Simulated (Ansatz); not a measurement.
Results of the Gaussian-basis code of Ansatz.

A structure relaxed at PBE0-D4/def2-TZVP, charge 0, multiplicity 1:

```
atom    x (Å)    y (Å)    z (Å)
  C1   0.0757  -0.7050  -1.4380
  N2   0.6257   0.1446  -0.4158
  C3  -0.0718   0.3939   0.7184
  N4  -1.2831   0.0385   0.8686
  O5   0.7159   1.0714   1.5992
  H6   0.7141  -0.6541  -2.3204
  H7  -0.0117  -1.7485  -1.1155
  H8  -0.9222  -0.3553  -1.7016
  H9   1.6231   0.2352  -0.3438
 H10  -1.6763   0.3569   1.7468
 H11   0.2106   1.2226   2.4021
```

Q: Give its formula and SMILES.

A: C2H6N2O, `CNC(=N)O`.

Q: Summarise the bond lengths by kind.

A: 3 × C–N 1.271 to 1.438 Å; 3 × C–H 1.090 to 1.096 Å; 2 × H–N 1.004 to 1.014 Å; 1 × C–O 1.362 Å; 1 × H–O 0.961 Å.
